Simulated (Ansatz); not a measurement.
**Cubic perovskite BaTiO3 (cubic high-temperature phase)**

The numbers are results of r²SCAN+rVV10 in Ansatz (plane waves, PAW), not measurements.

Numerical settings: plane-wave cutoff 500 eV, 10×10×10 k mesh, Fermi–Dirac smearing 0.05 eV, no spin polarisation, scalar-relativistic PAW data made under PBE.

Cell (relaxed at this level):

Space group Pm-3m (No. 221); a = 3.983 Å, b = 3.983 Å, c = 3.983 Å, α = 90.00°, β = 90.00°, γ = 90.00°

| atom | site | symmetry | x | y | z |
|---|---|---|---|---|---|
| Ba | 1b | m-3m | 0.5000 | 0.5000 | 0.5000 |
| Ti | 1a | m-3m | 0.0000 | 0.0000 | 0.0000 |
| O | 3d | 4/mm.m | 0.0000 | 0.0000 | 0.5000 |

```json
{
 "band_gap": "2.19 eV (on the SCF k mesh)"
}
```

Measured, for comparison: band gap 3.2 eV (temperature not stated, not corrected to a static lattice; as tabulated in Matsushita et al. (2011), arXiv:1104.2769).

Note: the relaxation could not lower the start's symmetry, so the cell can be a saddle point above a distorted one.

Spin–orbit coupling is not included.

Computed values are for the static lattice.

Ansatz is a first-principles code.
